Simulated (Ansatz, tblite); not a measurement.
Loss of HF: C2H4ClF → C2H3Cl + HF

Species: C2H4ClF `FCCCl`, singlet; C2H3Cl `C=CCl`, singlet; HF, singlet. 

Shapes, held fixed at every level: PBE0-D4/def2-TZVP. Flexible molecules stand in one conformer, not always the lowest. Programs: Ansatz 0.2.0, tblite 0.8.0. The zero-point and thermal change to 298 K, harmonic and unscaled (PBE0-D4/def2-TZVP), is -13.6 kJ/mol.

```
                level                    kind  ΔH(298 K) (kJ/mol)  less CCSD(T)/CBS estimate
             GFN2-xTB          semi-empirical              +118.7                      +80.1
          HF/def2-SVP            Hartree–Fock               +65.4                      +26.8
     SPW92/def2-TZVPP                     LDA               +78.5                      +39.9
  B3LYP-D4/def2-TZVPP           global hybrid               +44.3                       +5.7
r2SCAN0-D4/def2-TZVPP           global hybrid               +60.4                      +21.8
   wB97X-V/def2-TZVPP  range-separated hybrid               +64.6                      +26.0
       MP2/def2-TZVPP     perturbation theory               +38.9                       +0.3
        CCSD/def2-SVP   coupled cluster or CI               +58.6                      +20.0
 CCSD(T)/CBS estimate   coupled cluster or CI               +38.6                        0.0
```

The highest level, CCSD(T)/CBS estimate, gives ΔH(298 K) = +38.6 kJ/mol; the levels span +38.6 to +118.7. GFN2-xTB strays far from the other rows. The column of differences is taken from that level and isn't an error. No measured value is set beside it here. The CBS estimate extrapolates MP2 from def2-TZVPP and def2-QZVPP and adds CCSD(T) − MP2 in the triple-zeta set, cores frozen.
